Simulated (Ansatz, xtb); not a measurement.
**Isomers of C3H2FN in order of energy**

3 gas-phase structures of C3H2FN, from a drawn sample of its isomers (lower ones may exist). Each was relaxed with GFN2-xTB:

A. `N#C/C=C/F`, a singlet
B. `N#C/C=C\F`, a singlet
C. `C=C(F)C#N`, a singlet

**Question.** Estimate their order in r2SCAN-D4/def2-SVP energy at these geometries, lowest first.

**Answer.** Calculated order at r2SCAN-D4/def2-SVP: B (0.0), A (0.1), C (3.9) kcal/mol. Less than 1 kcal/mol parts B and A, so the order within that pair means little.

Energies above the lowest of each column, in kcal/mol; the last columns are at PBE-D3(BJ)/def2-SVP geometries:

```tsv
structure	GFN2-xTB	HF/STO-3G	r2SCAN-D4/def2-SVP	PBE-D3(BJ)/def2-SVP	CCSD(T)/def2-SVP + ΔMP2/def2-TZVPP
B	1.6	0.2	0.0	0.0	0.2
A	0.0	0.0	0.1	0.0	0.0
C	4.6	2.9	3.9	3.8	2.8
```

Every level run on A puts it lowest or level with the lowest. CCSD(T)/def2-SVP + ΔMP2/def2-TZVPP orders those it was run on as A (0.0), B (0.2), C (2.8) kcal/mol. Less than 1 kcal/mol parts A and B, so the order within that pair means little. ΔMP2 is the change of the MP2 energy from the smaller to the larger basis.

Programs: Ansatz 0.2.0, xtb 6.7.1.
